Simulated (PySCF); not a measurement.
Z-matrix (Å, degrees):
```
F
```
Charge 0, spin multiplicity 2.

What is the computed highest occupied spin orbital, dipole moment and total energy (PBE-D3(BJ)/def2-TZVP (PySCF 2.14.0))?


```yaml
highest_occupied_spin_orbital: -10.14 eV
dipole_moment: 0.00 D
total_energy: -99.6691 Ha
```
